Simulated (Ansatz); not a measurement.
```yaml
crystal:
  periodic: [false, false, false]
  atoms:
    - {symbol: Si, position_ang: [-1.462507, 0.147100, -0.825493]}
    - {symbol: As, position_ang: [0.551530, -0.053803, 0.322634]}
    - {symbol: H, position_ang: [-2.587069, 0.487421, 0.081347]}
    - {symbol: H, position_ang: [1.359073, 0.727958, -0.681274]}
    - {symbol: H, position_ang: [0.983647, -1.314931, -0.380175]}
basis:
  gaussian: {orbitals: def2-TZVP}
magnetization: {spin_polarized: true, initial_magnetization: 2}
hamiltonian: {xc: pbe0}
relax: {f_tol: 0.004, max_steps: 80}
```

```sh
$ ansatz run in.yaml --threads 1 --pin off --events-out ev --progress --plain --max-ram 2176MiB
```

Steps of the relaxation (energy above the last step; positions in Å, forces in eV/Å):

```
5
step 1, 30.9 meV
Si   -1.463    0.147   -0.825   -0.075    0.011   -0.022
As    0.552   -0.054    0.323    0.059   -0.009    0.012
H    -2.587    0.487    0.081   -0.233    0.048    0.032
H     1.359    0.728   -0.681    0.193    0.347   -0.066
H     0.984   -1.315   -0.380    0.056   -0.397    0.044
```

```
5
step 2, 21.1 meV
Si   -1.508    0.162   -0.784    0.134   -0.060   -0.242
As    0.589   -0.071    0.255   -0.058    0.045    0.233
H    -2.688    0.504    0.067    0.087    0.004    0.139
H     1.429    0.802   -0.673   -0.113   -0.163   -0.040
H     1.023   -1.403   -0.348   -0.051    0.174   -0.090
```

```
5
step 3, 0.1 meV
Si   -1.485    0.153   -0.813    0.000   -0.002   -0.016
As    0.572   -0.063    0.289   -0.007    0.002    0.005
H    -2.634    0.496    0.079   -0.011    0.004    0.013
H     1.393    0.778   -0.677    0.008   -0.007   -0.001
H     0.998   -1.371   -0.361    0.010    0.003   -0.002
```

```
5
step 5, 0.0 meV
Si   -1.488    0.153   -0.815   -0.003    0.000   -0.001
As    0.570   -0.062    0.287    0.001    0.000   -0.002
H    -2.635    0.496    0.081    0.002    0.000    0.001
H     1.396    0.777   -0.677    0.000    0.000    0.001
H     1.001   -1.370   -0.360    0.000    0.000    0.001
```

Close pairs at the end: Si1–H3 1.496 Å, As2–H4 1.522 Å, As2–H5 1.522 Å, Si1–As2 2.344 Å.

A stationary point of unrestricted PBE0 after 5 steps, with ⟨S²⟩ = 2.007 against 2.00 for a pure state; no frequencies were run, so it isn't proven a minimum. 20 s on 1 thread of Intel Xeon 6975P-C, shared host.
